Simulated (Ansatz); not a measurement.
Property card for KCoF3

Level of theory: DFT PBEsol, scalar-relativistic, plane waves, PAW (Ansatz 0.2.0).

Settings: cutoff 420 eV, Γ-centred mesh 10×10×10 on the computed 5-atom cell, Gaussian smearing of 0.10 eV; collinear spin from starting moments 0 2.8 0 0 0 μB.

The structure is relaxed at this level of theory with its symmetry kept. Whether it is the stable form of this composition wasn't checked.

```
K Co F
1.0
     4.03081    0.00000    0.00000
     0.00000    4.03081    0.00000
     0.00000    0.00000    4.03081
K Co F
1 1 3
Direct
  0.00000 0.00000 0.00000
  0.50000 0.50000 0.50000
  0.00000 0.50000 0.50000
  0.50000 0.00000 0.50000
  0.50000 0.50000 0.00000
```

| Quantity | Value |
| --- | --- |
| Space group | Pm-3m (No. 221) |
| Volume per atom | 88.4 bohr³ |
| Formation energy from the elements' standard states (uncorrected) | -2.135 eV/atom |
| Kohn–Sham band gap | none (metal) |
| Density of states at the Fermi level | 5.31 states/eV per cell |
| Löwdin character within 0.5 eV of the Fermi level | Co 3d 91 %, F 2p 8 % |
| Bulk modulus | 83 GPa |
| Its pressure derivative | 4.6 |
| Bader charges (e) | K (1 in the cell) 0.88, Co (1 in the cell) 1.42, F (3 in the cell) -0.77 |
| Total moment | 3.00 μB per cell |
| Site moments (μB; atoms counted from 1 over the whole cell) | Co (atom 2) 2.55, F (atom 3) 0.09, F (atom 4) 0.09, F (atom 5) 0.09 |

Only this magnetic start was tried.

Cost: 9 runs of about 7.1 core-minutes in all, on Arm Neoverse V1 (shared hosts).